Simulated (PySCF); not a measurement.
C3H7OP.
SMILES with atom numbers: `[CH3:1][C@@H:2]1[CH2:3][P@@H:4]1=[O:5]`

Geometry (PBE0-D3(BJ)/def2-SVP, Å), atoms numbered from 1 in this order:
```
atom  x, y, z in Å
C1    -1.168    0.685   -0.718
C2    -0.208    0.371    0.402
C3     1.294    0.160    0.046
P4     0.419   -1.303    0.598
O5     0.067   -2.505   -0.214
H6    -1.023    1.714   -1.086
H7    -2.210    0.583   -0.381
H8    -1.028   -0.004   -1.565
H9    -0.382    0.935    1.328
H10    2.056    0.638    0.670
H11    1.519    0.196   -1.026
H12    0.730   -1.492    1.968
```

Definitions: NICS(0) = −σiso at the ring centroid; NICS(1) = −σiso and NICS(1)zz = −σzz at ±1 Å along the ring normal z. Level: GIAO PBE0/pcSseg-1 (PySCF, non-relativistic, gas phase) on the PBE0-D3(BJ)/def2-SVP geometry, one conformer.

Ring bond lengths (Å), with Mayer bond orders in brackets: C2–C3 1.557 (0.86), C3–P4 1.791 (0.89), P4–C2 1.798 (0.86).

**Question.** Give the NICS values of each ring in ppm.

**Answer.** 
| ring | type | NICS(0) | NICS(1), two faces | NICS(1)zz, two faces | rms pucker (Å) | centre to ring atoms, mean (Å) |
| --- | --- | --- | --- | --- | --- | --- |
| C2–C3–P4 | 3-membered ring with P; formal bonds all single | -23.7 | -4.3 / -8.9 | -6.7 / -16.7 | 0.00 | 0.99 |

**Question.** What can be read from them?

**Answer.** 
- C2–C3–P4: mean NICS(1)zz -11.7 ppm, shielded. C2, C3, P4 have four or more neighbours, and the NICS criterion for π rings isn't applied. The two faces differ by 10.0 ppm, so no symmetry operation interchanges them. NICS(0) lies 17 ppm below the mean NICS(1).

**Question.** What is the mean of the two in-plane components of NICS at the second NICS(1) probe listed for ring C2–C3–P4, 1 Å off the ring?

**Answer.** The isotropic value is a third of the trace: (3 × -8.9 − (-16.7))/2 = -5.0 ppm.

**Question.** How do the values depend on the level or the medium?

**Answer.** 
| level | NICS(0), C2–C3–P4 | mean NICS(1)zz, C2–C3–P4 |
| --- | --- | --- |
| PBE0/pcSseg-1, gas | -23.7 | -11.7 |
| WP04/pcSseg-2, gas | -21.6 | -10.8 |
| PBE0/pcSseg-1, IEF-PCM acetone | -24.3 | -11.9 |
| PBE0/pcSseg-1, IEF-PCM chloroform | -24.1 | -11.9 |

The geometry is the same throughout; the continuum's cavity takes Bondi-type radii × 1.2.
